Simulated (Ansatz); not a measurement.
Reaction (SMILES): N (NH3) → [NH2] (NH2) + H atom
B3LYP-D3(BJ)/def2-TZVP geometries, fixed; electronic energies without zero-point terms.

Basis-set convergence of the bond dissociation energy at PBE0 with Ansatz (a program for electronic structure). Cartesian d functions, on some or all atoms, in 6-31G*; all else is spherical. The program fits the integrals of some runs and decomposes those of others, by size. Open shells are unrestricted. No added dispersion term, no relativity. Functions are those of the species that has most. Reference: the value in pcseg-4, 112.00 kcal/mol, itself unsure by roughly 0.02 kcal/mol (its mean distance from aug-pcseg-3, aug-cc-pVQZ, cc-pV5Z).

```tsv
basis	functions	bond dissociation energy (kcal/mol)
3-21G	15	109.26
6-31G*	21	109.09
def2-SVP	29	…
6-311G**	36	…
6-311+G**	40	…
def2-TZVPD	64	111.46
cc-pVTZ	72	111.53
6-311++G(3df,3pd)	93	111.93
aug-pcseg-2	115	…
```

Task: What belongs in the gaps?

Result: 
- def2-SVP, bond dissociation energy (kcal/mol): 110.54
- 6-311G**, bond dissociation energy (kcal/mol): 111.21
- 6-311+G**, bond dissociation energy (kcal/mol): 112.02
- aug-pcseg-2, bond dissociation energy (kcal/mol): 112.06
